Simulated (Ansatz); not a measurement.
Two isomers of C5H8O: A = `C=C1OC1(C)C`, B = `C#CCOCC`.

Isolated molecules relaxed with PBE0-D4/def2-TZVP in Ansatz; ΔE leaves out vibrations. CCSD(T)/CBS is the MP2 limit (def2-TZVPP, def2-QZVPP) plus CCSD(T) − MP2 in def2-TZVPP, frozen cores. Functionals use def2-TZVPP. B3LYP here is the variant with VWN-RPA as its local correlation; programs differ in this. Each species was taken in one conformer, which may not be the lowest.

**Question.** Which is lower in electronic energy at CCSD(T)/CBS, and by how much? (Estimate.)

**Answer.** The calculation gave: A, by 56.6 kJ/mol.

**Question.** Give E(B) − E(A) in kJ/mol with PBE-D4, CCSD(T)/def2-TZVPP, B3LYP, r2SCAN-D4, CCSD/def2-TZVPP, HF/def2-TZVPP, B2PLYP. (Estimate.)

**Answer.** Computed: PBE-D4 90.9, CCSD(T)/def2-TZVPP 57.7, B3LYP 60.2, r2SCAN-D4 85.3, CCSD/def2-TZVPP 53.0, HF/def2-TZVPP 32.6, B2PLYP 57.1. None reverses the order clearly.

Largest T1 diagnostic: 0.012.

From PBE to PBE0 (25 % exact exchange), in def2-TZVPP and without D4, E(B) − E(A) moves by −4.7 kJ/mol. The D4 term adds +4.1 kJ/mol with B3LYP and +2.1 kJ/mol with PBE0; it sums over pairs of atoms, weighted by their polarisabilities, and B3LYP, whose exchange is more repulsive, gets the larger term.
